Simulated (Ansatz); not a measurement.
From CH4 to CH4O4: predicting a member

On one C centre, n of the H ligands are replaced by OH. The atomisation energy (no zero-point term) y in kJ/mol at CCSD(T)/CBS estimate. Shapes, held fixed at every level: PBE0-D4/def2-TZVP. Flexible molecules stand in one conformer, not always the lowest. Programs: Ansatz 0.2.0.

| molecule | n | y (kJ/mol) |
| --- | --- | --- |
| CH4 | 0 | 1759 |
| CH4O | 1 | 2150 |
| CH4O3 | 3 | ? |
| CH4O4 | 4 | 3552 |

Q: Fit y = c + s·n to the known rows and predict CH4O3.

A: 
1. Means of the 3 rows: n = 1.66667, y = 2487.0.
2. Σ(Δn)² = 8.6667, Σ(Δn·Δy) = 3923, so the slope is 3923/8.6667 = 452.65.
3. Intercept: 2487.0 − (452.65) × 1.66667 = 1732.6. The largest residual of the fit is 35.
4. CH4O3: 1732.6 + (452.65) × 3 = 3091 kJ/mol.

The run gave 3072 kJ/mol, so the prediction is off by +19 kJ/mol, within the scatter of the fit. The step per swap changes from +391 to +480 kJ/mol along the series, so a line misses the bend: the ligands act on one another. The slope is only an average step. Other levels give for CH4O3: SPW92/def2-TZVPP 3647; r2SCAN0-D4/def2-TZVPP 2978; MP2/def2-TZVPP 3068 kJ/mol. The CBS estimate extrapolates MP2 from def2-TZVPP and def2-QZVPP and adds CCSD(T) − MP2 in the triple-zeta set, cores frozen.
